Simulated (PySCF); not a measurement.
**Removing an electron from CH4O**

Species: CH₄O.
Z-matrix (Å and degrees, PBE0-D3(BJ)/def2-TZVP geometry), rows numbered from 1:
```
C 
O   1  1.4087
H   1  1.0971  2  112.42
H   1  1.0904  2  107.04  3  -118.52
H   1  1.0971  2  112.41  3   122.96
H   2  0.9591  1  108.50  3   -61.43
```

The species is `OC` (CH4O).

Level: wB97X-D/aug-cc-pVTZ (PySCF). Frontier orbitals with their largest atomic shares (Löwdin; up to four atoms above 4 %):

```json
{"orbital": "HOMO−3", "ε (eV)": "-14.42", "main atoms": "C1 42 %, O2 22 %, H5 13 %, H3 13 %"}
{"orbital": "HOMO−2", "ε (eV)": "-14.04", "main atoms": "O2 36 %, C1 34 %, H4 15 %, H6 6 %"}
{"orbital": "HOMO−1", "ε (eV)": "-11.56", "main atoms": "O2 47 %, C1 29 %, H4 8 %, H3 6 %"}
{"orbital": "HOMO", "ε (eV)": "-9.93", "main atoms": "?"}
{"orbital": "LUMO", "ε (eV)": "0.82", "main atoms": "H6 34 %, H3 25 %, H5 25 %, H4 11 %"}
{"orbital": "LUMO+1", "ε (eV)": "1.22", "main atoms": "H6 37 %, H4 30 %, C1 20 %, H5 5 %"}
{"orbital": "LUMO+2", "ε (eV)": "1.36", "main atoms": "H5 36 %, H3 36 %, C1 26 %"}
```

Question: What vertical ionisation energy does ΔSCF give, and how far is −ε(HOMO) from it?

Answer: ΔSCF: 10.90 eV (1051 kJ/mol; threshold wavelength 114 nm); ⟨S²⟩ of the doublet left behind is 0.755, against 0.75 for a pure doublet. −ε(HOMO) is 9.93 eV, 0.97 eV below it. For the exact functional −ε(HOMO) would equal the first vertical ionisation energy; wB97X-D (range-separated hybrid) falls short of its own ΔSCF value by 9 %. Holes in the HOMO−1 and HOMO−2 were tried too where these lie within 1.2 eV of the HOMO; the lowest converged state counts.

Question: On which atoms does the HOMO lie?

Answer: O2 (alcohol oxygen) 60 %, C1 (carbinol carbon (C–OH)) 21 %, H6 (hydroxyl hydrogen) 7 %, H5 (methyl hydrogen) 6 %, so more than half of it is on one atom. The HOMO−1 lies 1.63 eV lower.

Question: Shift the occupied levels rigidly so that −ε(HOMO) equals the ΔSCF value. What binding energies result?

Answer: The shift is +0.97 eV: HOMO 10.90, HOMO−1 12.53, HOMO−2 15.01, HOMO−3 15.39 eV. A rigid shift is only a rough guide to the deeper ionisations.

Question: How many of the 10 lowest singlet excitations (vertical TDDFT, same level) lie below the ionisation energy?

Answer: All 10; they run from 6.64 to 9.68 eV.

Question: With α = 21.3 au, estimate the like-pair dispersion coefficient by London's formula C6 = (3/4)α²I.

Answer: I = 0.4005 Eh, so C6 ≈ 136 au, a rough estimate.

Isolated species at its PBE0-D3(BJ)/def2-TZVP geometry, gas phase.

The run behind these numbers computed excited states and ΔSCF ions as well. Hardware: one thread, Intel Xeon at 2.60 GHz (x86_64), shared host. Cost: 13 s wall, 0.62 GiB resident at most.

The pairwise dispersion term of wB97X-D wasn't added to the energies; at a given geometry it leaves orbitals and properties as they are.
